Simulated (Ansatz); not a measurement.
A made-up structure of C$_{2}$HS (charge -1), singlet:

```
4
angstrom
C 0.6440 0.5577 -0.0067
C -0.3929 -0.3404 0.0044
S -1.7938 -1.5540 0.0195
H 1.5427 1.3367 -0.0172
```

It is relaxed with PBE-D4/def2-SVPD and then PBE0-D4/def2-TZVPD (Ansatz 0.2.0). Atoms count as bonded within 1.22 times the sum of their covalent radii (H–H: 0.88 Å). The end point is not checked to be a true minimum.

Q: Does its bonding change? (A judgement: the text doesn't fix the answer.)

A: The calculation gives: No: no bond forms or breaks.

Where it ends: The first stage lowers the energy by 1.15 eV in 5 steps. It ends as C₂HS ([CH][C][S]), total charge -1:
```
4
angstrom
C 0.5750 0.4980 -0.0060
C -0.3507 -0.3039 0.0039
S -1.6016 -1.3875 0.0175
H 1.3774 1.1935 -0.0153
```

Labels in which every atom is bracketed show which atoms are joined, not bond orders.

For scale, one of the runs: PBE0-D4/def2-TZVPD relaxation, 129 basis functions, launched by `ansatz run in.yaml --threads 2 --pin off --events-out ev --progress --plain --max-ram 4352MiB`. The run took about 8.5 s on 2 CPU threads of an AMD EPYC 7R32 (shared host).
